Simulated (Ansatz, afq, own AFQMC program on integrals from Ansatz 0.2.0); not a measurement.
Atomization energy of SiHO, doublet

```yaml
atoms:
  - { symbol: Si, position_ang: [0.0000, -0.1016, 0.5148] }
  - { symbol: O, position_ang: [0.0000, 0.1077, -0.9938] }
  - { symbol: H, position_ang: [0.0000, 1.1216, 1.4308] }
```

Connectivity, by distances: SiH–O.

Atoms in their ground-state spins without spin–orbit coupling (mostly on UHF) minus the molecule (UHF), without zero-point energy. The geometry is a stationary point, not shown to be a minimum.

Basis cc-pVTZ. Only valence electrons are correlated. Integrals, coupled cluster, full CI and functionals: Ansatz 0.2.0; the random walks run on the same integrals in our own AFQMC program. The CISD trial takes its coefficients from CCSD amplitudes. Released means that phaseless walkers are propagated on without the constraint, phases kept. ± is one standard error of the sampling. The errors of all members are added in quadrature.

No full CI on the walks' own integrals is used here. The released AFQMC energy serves as the reference, which it does only where one determinant dominates, the energy is flat over the last release times and near the phaseless one (40 meV or 2 meV an electron, half that with transition metals). On small molecules, where full CI could be run and the noise was under 10 meV, such values lay within 10 meV of it in 19 cases of 20, a flattering rate, since the rule was set on those same cases; what remains of the bias isn't in the error bar. Each member takes its own surest rung, up to full CI.

The best estimate is CCSD(T) at the basis-set limit (CBS: def2-TZVPP and def2-QZVPP, with their diffuse functions for anions and beside diffuse sets, CCSD(T) itself extrapolated) plus the step from CCSD(T) to AFQMC with the constraint released in cc-pVTZ. Rows without CBS are in cc-pVTZ; B2PLYP and the wave-function rows carry a basis error of their own. Core correlation and relativity beyond core potentials are missing, and ± holds the sampling alone.

Cautions: SiHO (doublet): the released value is read at 2.40 1/Eh with a noise of 16 meV, more than in the cases checked (meV from the phaseless value at times in 1/Eh: -11 ± 8 at 0.24, -11 ± 6 at 0.51, -16 ± 6 at 0.99, -40 ± 11 at 1.62, -38 ± 16 at 2.40); other spins of the molecule weren't checked.

| level | atomization energy (eV) |
| --- | --- |
| MP2 | 9.264 |
| r2SCAN | 9.378 |
| wB97M-V | 9.226 |

(1) From these cheaper values, estimate the atomization energy at the level of the best estimate.

(1) 9.400 ± 0.016 eV (best estimate, highest rung released AFQMC).

```
         level  atomization energy (eV)  error against the best estimate (eV)
            HF                    5.452                        -3.948 ± 0.016
          CCSD                    8.513                        -0.887 ± 0.016
       CCSD(T)                    8.838                        -0.562 ± 0.016
         CCSDT                    8.829                        -0.571 ± 0.016
      CCSDT(Q)                    8.870                        -0.530 ± 0.016
 ph-AFQMC/CISD            8.841 ± 0.009                        -0.559 ± 0.018
released AFQMC            8.867 ± 0.016                                -0.533
        HF/CBS                    5.659                        -3.741 ± 0.016
       MP2/CBS                    9.816                         0.416 ± 0.016
   CCSD(T)/CBS                    9.374                        -0.025 ± 0.016
           PBE                    9.582                         0.183 ± 0.016
          PBE0                    8.993                        -0.407 ± 0.016
         B3LYP                    9.206                        -0.194 ± 0.016
        B2PLYP                    9.214                        -0.186 ± 0.016
```

Correlation beyond CCSD(T) changes it by less than twice the noise. Going to the basis-set limit adds 0.536 eV at CCSD(T). The perturbative (T) step is worth +0.325 eV. The functionals spread over 0.590 eV; r2SCAN comes nearest and PBE0 is 0.407 eV too low.

Best estimates are given only where the step beyond CCSD(T) is under 0.3 eV and no member's determinant is very poor (T1 over 0.05, or 0.07 for open shells, ⟨S²⟩ too high by 0.3, two states mixed), so the hardest cases are missing from such tables.

The functionals ran in a triple-zeta set and keep a basis error of their own, a few kJ/mol for each bond in atomization energies and more for double hybrids, so close places among them and the extrapolated levels can swap.

CCSDT and higher add their correlation energy to the determinant of the CCSD(T) run, since their own runs factorise the integrals more tightly (a shift of under 2 meV). Each member of a difference takes its own highest rung, so a best estimate needn't equal the limit plus the step of one row. A walk keeps the symmetry of its determinant, which the program's search chose and which needn't be the lowest solution, so a lower state of the same spin and another symmetry isn't excluded. Released energies are given only where the last usable release times agree within the noise; a slower fall can still hide under it.
